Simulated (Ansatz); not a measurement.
Geometry optimisation, RKS BLYP-D4/def2-SVP (Ansatz).

Input:

```yaml
crystal:
  periodic: [false, false, false]
  atoms:
    - { symbol: "N", position_ang: [0.582, -1.0501, -1.08] }
    - { symbol: C, position_ang: [0.2082, -0.4531, 0.0258] }
    - { symbol: O, position_ang: [0.6437, -1.0363, 1.12] }
    - { symbol: C, position_ang: [-0.5483, 0.8057, 0.2118] }
    - { symbol: F, position_ang: [-1.3237, 1.0828, -0.9339] }
    - { symbol: Cl, position_ang: [0.4572, 2.1684, 0.5822] }
    - { symbol: H, position_ang: [0.1472, -0.4556, -1.8587] }
    - { symbol: H, position_ang: [0.23473, -0.55265, 1.89543] }
    - { symbol: H, position_ang: [-1.3263, 0.6741, 1.0791] }
basis:
  gaussian: { orbitals: def2-SVP }
hamiltonian:
  xc: blyp
  dispersion: d4
relax:
  f_tol: 0.015
  max_steps: 40
```

Command:

```bash
$ ansatz run input.yaml --threads 2 --pin off --max-ram 3072MiB --backend cpu --events-out ev --progress --plain --runs-dir out
```

Question: Where does it end, and by what steps?

Answer: The run converged. After 12 steps the energy has fallen by 0.516 eV; Cl6 moved furthest, 0.65 Å.

```tsv
step	energy less start (eV)	largest force component (eV/Å)	accepted
0	0.0000	3.406	yes
1	-0.3000	1.743	yes
2	-0.4022	0.709	yes
3	-0.4479	0.539	yes
4	-0.4715	0.385	yes
5	-0.4864	0.765	yes
6	-0.5074	0.367	yes
7	-0.4797	0.913	no
8	-0.5150	0.071	yes
9	-0.5137	0.164	no
10	-0.5156	0.027	yes
11	-0.5157	0.018	yes
12	-0.5157	0.005	yes
```

```xyz
9
Properties=species:S:1:pos:R:3
N 0.347 -1.156 -1.073
C 0.214 -0.501 0.012
O 0.730 -0.970 1.176
C -0.627 0.781 0.151
F -0.895 1.315 -1.077
Cl 0.265 2.019 1.189
H -0.139 -0.667 -1.840
H 0.761 -0.230 1.821
H -1.582 0.593 0.682
```

Whether the end is a true minimum wasn't checked by a vibrational analysis.

Run time: 53 s on 2 threads of Arm Neoverse N1, with other jobs on the host, peak memory 0.17 GiB.
